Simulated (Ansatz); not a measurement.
# CO₂+ (doublet): the correlation ladder, cc-pVDZ

One table from this session's results is given with a row withheld; the runs are named, their logs left out.

Computed with Ansatz 0.2.0, Gaussian basis. Level: cc-pVDZ, core rule «outside noble gas», up to 3 orbitals frozen.

To be run: UHF; CCSD(T) on ROHF; CCSD(T) on UHF; BCCD(T) on ROHF; CISD; CCSDT(Q) on ROHF; CCSDT(Q) on UHF; CASSCF and MRCISD+Q, 15 electrons in 12 orbitals; CASSCF and NEVPT2, 15 electrons in 12 orbitals.

3 further runs of the same task are left out: 3 set aside as unsound or not needed.

### The system

The geometry is a PBE0/def2-TZVP stationary point (not a proven minimum) of the parent state, kept for this charge and spin.

3 atoms, charge 1, spin multiplicity 2.

Atoms are counted from 1 here; the program's logs count them from 0.

Bond lengths: C1–O2 1.157 Å, C1–O3 1.157 Å. Angles: O2–C1–O3 180.0°.

The first run:

Input file in.yaml:

```yaml
crystal:
  periodic: [false, false, false]
  atoms:
    - {symbol: C, position_ang: [0.000000, 0.000000, 0.000000]}
    - {symbol: O, position_ang: [0.000000, 0.000000, -1.156800]}
    - {symbol: O, position_ang: [0.000000, 0.000000, 1.156800]}
basis:
  gaussian: {orbitals: cc-pVDZ}
total_charge: 1
magnetization: {spin_polarized: true, initial_magnetization: 1}
hamiltonian: {xc: hf}
output: {orbitals: {seedname: orbitals}}
```

Command:

```console
$ ansatz run in.yaml --threads 1 --pin off --events-out ev --progress --plain --max-ram 4096MiB --backend cpu
```

Steps of the session up to this table: UHF; CCSD(T) on ROHF; CCSD(T) on UHF; BCCD(T) on ROHF; CISD; CCSDT(Q) on ROHF; CCSDT(Q) on UHF; CASSCF and MRCISD+Q, 15 electrons in 12 orbitals; CASSCF and NEVPT2, 15 electrons in 12 orbitals.

One table of the session follows, with a row left open; its other results are not shown here.

It belongs to the step «Misses and costs». 

| method | from RCCSDT(Q) (meV) |
| --- | --- |
| UHF | +12629.1 |
| RMP2 | +492.6 |
| UMP2 | +1397.5 |
| CISD | +2047.2 |
| RCCSD | +602.2 |
| UCCSD | +522.1 |
| RCCSD(T) | +87.7 |
| UCCSD(T) | +90.6 |
| BCCD(T) | +86.9 |
| RCCSDT | +70.7 |
| UCCSDT | +54.4 |
| RCCSDT(Q) | 0 |
| UCCSDT(Q) | -6.5 |
| CASSCF valence | ? |
| NEVPT2 valence | +1206.9 |
| MRCISD valence | +484.0 |
| MRCISD+Q valence | +36.2 |

Q: Estimate the row for CASSCF valence from the others.

**Answer.** from RCCSDT(Q) (meV): +7711.6. In the column «from RCCSDT(Q) (meV)» it lies between CISD (+2047.2) and UHF (+12629.1).

Caveats from the session: The report flags that the cluster equations may have other roots. Left out of the table: ROHF (another determinant or state than the rows shown). The program flags RCCSD(T), BCCD(T), RCCSDT(Q) as in doubt, so the zero of the table is itself unsure. Warnings: spin contamination; coupled cluster took another determinant than the lowest. Restricted and unrestricted rows rest on different reference determinants; where their highest levels disagree by more than a few hundredths of an eV, they describe different states and don't form one ladder.
